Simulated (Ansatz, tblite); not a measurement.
# The cluster Rb₂Cl: a ladder of methods and basis sets

One table from this session's results is given with a row withheld; the runs are named, their logs left out.

Program: Ansatz 0.2.0, Gaussian basis. Level of theory: as each input shows. These are calculated values, not measurements.

Plan: GFN1-xTB, GFN2-xTB, PBE-D4/def2-TZVP, r2SCAN-D4/def2-TZVP, B2PLYP/def2-TZVP, BLYP-D4/def2-TZVP, r2SCANh-D4/def2-TZVP, LDA/def2-TZVP, BHLYP-D4/def2-TZVP, PBE-D4/def2-SVP, PBE0-D4/def2-SVP, PBE0-D4/def2-TZVPD, PBE-D4/def2-TZVPD, r2SCAN-D4/def2-TZVPD, CCSD(T)/def2-TZVPP, MP2/def2-TZVP, RPA/def2-TZVP, CCSD(T)/def2-TZVPD.

1 further run of the same task is left out (set aside as unsound or not needed). Runs told in other sessions of the task aren't counted.

**The relaxed structure**

The geometry is that of the doublet, from an earlier relaxation (PBE-D4/def2-TZVP). At that level it is the lowest of the isomers that a small search found.

3 atoms, charge 0, spin multiplicity 2.

Bond lengths: Rb1–Cl3 3.031 Å, Rb2–Cl3 3.031 Å. Angles: Rb1–Cl3–Rb2 94.4°.

Rb takes a core potential in the def2 sets. No spin-orbit coupling is included.

PBE0-D4/def2-TZVP was run before; its log isn't repeated, and its numbers join the tables.

Set-up of the first run:

Tight binding, by tblite at 300 K electronic temperature and without a spin-polarisation term:

```python
tblite.interface.Calculator('GFN1-xTB', numbers, positions, charge=0, uhf=1).singlepoint()
```

Tight binding, by tblite at 300 K electronic temperature and without a spin-polarisation term:

```python
tblite.interface.Calculator('GFN2-xTB', numbers, positions, charge=0, uhf=1).singlepoint()
```

start.molden holds the orbitals of an earlier run on this state, given as this run's starting guess.

File in.yaml:

```yaml
crystal:
  periodic: [false, false, false]
  atoms:
    - {symbol: Rb, position_ang: [-1.596376, -1.358110, 1.011702]}
    - {symbol: Rb, position_ang: [2.088009, 1.003995, 0.220684]}
    - {symbol: Cl, position_ang: [-0.491643, 0.354116, -1.232386]}
basis:
  gaussian: {orbitals: def2-TZVP, initial_orbitals: start.molden}
magnetization: {spin_polarized: true, initial_magnetization: 1}
hamiltonian: {xc: pbe, dispersion: d4}
scf: {omitted_lower_state_checks: [starts]}
output: {orbitals: {seedname: orbitals}}
```

On the command line:

```
$ ansatz run in.yaml --threads 4 --pin off --events-out ev --progress --plain --max-ram 3916MiB
```

Steps of the session up to this table: PBE-D4/def2-TZVP; r2SCAN-D4/def2-TZVP; B2PLYP/def2-TZVP; BLYP-D4/def2-TZVP; r2SCANh-D4/def2-TZVP; LDA/def2-TZVP; BHLYP-D4/def2-TZVP; PBE-D4/def2-SVP; PBE0-D4/def2-SVP; PBE0-D4/def2-TZVPD; PBE-D4/def2-TZVPD; r2SCAN-D4/def2-TZVPD; CCSD(T)/def2-TZVPP; MP2/def2-TZVP; RPA/def2-TZVP; CCSD(T)/def2-TZVPD.

One of the session's tables, all rows but one given; the rest of the session is left out.

| level | HOMO (eV) | LUMO (eV) | gap (eV) |
| --- | --- | --- | --- |
| LDA/def2-TZVP | -2.41 | -1.98 | 0.43 |
| PBE-D4/def2-SVP | -2.29 | -1.83 | 0.46 |
| PBE-D4/def2-TZVP | -2.28 | -1.73 | 0.55 |
| PBE-D4/def2-TZVPD | -2.28 | -1.71 | 0.57 |
| BLYP-D4/def2-TZVP | ? | ? | ? |
| r2SCAN-D4/def2-TZVP | -2.24 | -1.48 | 0.75 |
| r2SCAN-D4/def2-TZVPD | -2.23 | -1.48 | 0.75 |
| r2SCANh-D4/def2-TZVP | -2.38 | -1.41 | 0.97 |
| PBE0-D4/def2-SVP | -2.62 | -1.28 | 1.33 |
| PBE0-D4/def2-TZVP | -2.62 | -1.23 | 1.39 |
| PBE0-D4/def2-TZVPD | -2.61 | -1.23 | 1.38 |
| BHLYP-D4/def2-TZVP | -2.86 | -1.00 | 1.86 |

Q: Estimate the row for BLYP-D4/def2-TZVP from the others.

As computed: HOMO (eV): -2.19; LUMO (eV): -1.82; gap (eV): 0.36. In the column «HOMO (eV)» it is the highest.
